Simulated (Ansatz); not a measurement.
C₂H₂S, SMILES C#CS, the interaction energy of a dimer with the counterpoise correction

Computed with the Ansatz DFT code, driven from Python.

Notebook, run cell by cell (the value of a cell's last expression is shown):

In [1]:
```python
import ansatz as az
```

In [2]:
```python
FIRST = [
    ("C", (-1.1742, -0.3591, 0.0213)),
    ("C", (-0.0289, -0.2558, 0.0454)),
    ("S", (1.6281, -0.1666, 0.0844)),
    ("H", (-2.2114, -0.3624, -0.0259)),
    ("H", (1.7863, 1.1438, -0.1251)),
]
SECOND = [
    ("C", (-3.2631, 2.2043, -0.7989)),
    ("C", (-4.3489, 1.8676, -0.6237)),
    ("S", (-5.9345, 1.4338, -0.3943)),
    ("H", (-2.2572, 2.4203, -0.9385)),
    ("H", (-5.7632, 0.1803, 0.0364)),
]
```

In [3]:
```python
def energy(atoms, ghosts=()):
    molecule = az.Crystal.molecule()
    for symbol, xyz in atoms:
        molecule = molecule.atom(symbol, xyz)
    calc = (
        molecule.calculation()
        .basis(gaussian="def2-SVP")
        .functional("hf")
        .scf(lower_state_search="standard")
    )
    deck = calc.input()
    if ghosts:
        deck = deck.set(az.key.basis.gaussian.ghost_atoms, [{"symbol": s, "position_ang": list(xyz)} for s, xyz in ghosts])
    return az.Session.from_dict(deck).plan().execute().report["free_energy_ev"]
```

In [4]:
```python
both = energy(FIRST + SECOND)
alone = energy(FIRST) + energy(SECOND)
ghosted = energy(FIRST, SECOND) + energy(SECOND, FIRST)
print(f"dimer {both:.6f} eV")
print(f"interaction, uncorrected   {23.060548 * (both - alone):8.3f} kcal/mol")
print(f"interaction, counterpoise  {23.060548 * (both - ghosted):8.3f} kcal/mol")
print(f"basis-set superposition    {23.060548 * (alone - ghosted):8.3f} kcal/mol")
```
```text
dimer -25805.083005 eV
interaction, uncorrected      0.230 kcal/mol
interaction, counterpoise     0.512 kcal/mol
basis-set superposition       0.282 kcal/mol
```

Uncorrected it is 0.230 kcal/mol, with the counterpoise correction 0.512 kcal/mol; the difference, 0.28 kcal/mol, is the superposition error. In this basis both values are repulsive.

Caveats:
- The settings weren't tested for convergence.
- The dimer is a generated trial pose of unrelaxed monomers, not a minimum, so the figure is no binding energy, and the basis set is small.
- Hartree-Fock leaves correlation out, so bond, atomisation and ionisation energies come out well too low.
- This level lacks the dispersion part of the attraction (electrostatics and induction are there), which can decide the sign where the interaction is weak.
- Hardware and time: 3.6 s on 1 thread of Arm Neoverse V1 (shared host), peak memory 0.26 GiB.
